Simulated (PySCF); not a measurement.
Na(Cl) anion (ClNa), SMILES [Na][Cl] (connectivity only; charge and spin as stated), charge -1, multiplicity 2.

Geometry optimised at PBE0-D3(BJ)/def2-TZVPD. The multiplicity is an assumed one; other spin states were not compared.

All values below come from ωB97X/def2-TZVPD in PySCF.

Isolated molecule, no solvent.

Computed frontier levels, dipole moment and polarisability:
```
Property                                                              Value
------------------------------------------------  -------------------------
α spin, highest occupied and lowest empty level           -0.73 and 2.83 eV
β spin, highest occupied and lowest empty level           -5.50 and 4.96 eV
dipole moment about the centre of nuclear charge                     4.98 D
mean static polarisability                           395.9 bohr³ (58.66 Å³)
polarisability, principal values                  234.5, 476.5, 476.5 bohr³
⟨S²⟩                                                0.750 (pure state 0.75)
```
